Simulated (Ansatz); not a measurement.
Mulliken charges of `[OH][AlH][SiH3]` from B3LYP/def2-TZVPP in Ansatz (PBE0-D4/def2-TZVP geometry).

```
atom   x (Å)   y (Å)   z (Å)  charge (e)
  O1  -1.888   0.420  -0.999      -0.405
 Al2  -0.316   0.833  -0.508       0.527
 Si3   0.905  -0.872   0.753       0.037
  H4  -2.450   1.009  -1.501       0.173
  H5   0.258   2.266  -0.893      -0.152
  H6   1.429  -0.309   2.031      -0.062
  H7   2.087  -1.348  -0.023      -0.063
  H8   0.068  -2.057   1.084      -0.054
```

By hand: the dipole of these point charges (1 e Å = 4.8032 D).

Σ q r = (-0.055, 0.282, -0.142) e Å, of length 0.320 e Å = 1.54 D.

How does the dipole of the full density compare? (An estimate is asked.)

The calculation gave: (-0.088, 0.236, -0.139) e Å, 1.38 D; the point charges give 1.12 times that, at 9° from its direction.

Point charges leave out the atoms' own dipoles, such as those of lone pairs, and Mulliken's split depends on the basis, so the close match here is no proof of good charges.

B3LYP here is the variant with VWN-RPA as its local correlation; programs differ in this.
